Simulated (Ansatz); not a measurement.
**Two structures of H3Si3−**

Structure I is a singlet given by its coordinates and structure II is a singlet given by its coordinates. Both are isolated ions in the gas phase, relaxed with PBE0-D3(BJ)/def2-SVPD.

I (Å):

```xyz
6

Si   -3.8619   -0.7179   -0.2926
Si   -2.7862   -2.4145    0.5992
Si   -1.4343   -0.8543   -0.2370
H    -2.7603   -3.7479    1.3072
H    -0.6070   -1.0382   -1.4937
H    -0.5929    0.0781    0.6116
```

Close contacts (Å): Si1–Si2 2.20, Si1–Si3 2.43, Si2–Si3 2.23, Si2–H4 1.51, Si3–H5 1.52, Si3–H6 1.52.

II (Å):

```yaml
atoms:
  - { symbol: Si, position_ang: [-4.1306, 0.3351, 0.6773] }
  - { symbol: Si, position_ang: [-2.4542, -0.8697, 0.1494] }
  - { symbol: Si, position_ang: [-1.0085, -2.6859, -0.1341] }
  - { symbol: H, position_ang: [-3.9461, -1.2866, 0.9497] }
  - { symbol: H, position_ang: [-0.7608, -2.3443, -1.6115] }
  - { symbol: H, position_ang: [0.1957, -1.8977, 0.4042] }
```

Close contacts (Å): Si1–Si2 2.13, Si2–Si3 2.34, Si1–H4 1.65, Si2–H4 1.74, Si3–H5 1.54, Si3–H6 1.54.

Question: Which of the two would you expect CCSD(T)/def2-SVPD + ΔMP2/def2-TZVPPD electronic energies to favour?

Answer: Structure I; the calculation gives E(II) − E(I) = +0.591 eV.

How the difference moves with the method:

| level | geometry | E(II) − E(I) (eV) | departure from the last row (eV) | job, with rough time for the two |
| --- | --- | --- | --- | --- |
| PBE0-D3(BJ)/def2-SVPD | PBE0-D3(BJ)/def2-SVPD | +0.623 | +0.031 | optimisation, 49 s |
| HF/def2-SVPD | PBE0-D3(BJ)/def2-SVPD | +0.670 | +0.079 | part of the CCSD(T) run |
| MP2/def2-SVPD | PBE0-D3(BJ)/def2-SVPD | +0.638 | +0.047 | part of the CCSD(T) run |
| CCSD(T)/def2-SVPD | PBE0-D3(BJ)/def2-SVPD | +0.505 | −0.086 | single point |
| CCSD(T)/def2-SVPD + ΔMP2/def2-TZVPPD | PBE0-D3(BJ)/def2-SVPD | +0.591 |  | single point, 54 s |

None of the levels shown reverses the order. The largest departure from CCSD(T)/def2-SVPD + ΔMP2/def2-TZVPPD is that of CCSD(T)/def2-SVPD, 0.086 eV. Levels run at GFN2-xTB geometries aren't shown. The last row adds to CCSD(T) the change of the MP2 difference between the two basis sets, here +0.086 eV.

With harmonic frequencies from PBE0-D3(BJ)/def2-SVPD (ideal gas, rigid rotor, one conformer each, 200 K, 1 atm): on the last row, ΔE + ΔZPE = +0.541, ΔH = +0.557, ΔG = +0.527 eV.

The T1 diagnostic of structure II is large, so the coupled-cluster value is less sure. The correlated steps freeze 15 core orbitals. Programs: Ansatz 0.2.0; the last row on 1 thread of AMD EPYC (Zen 3) on a shared host.
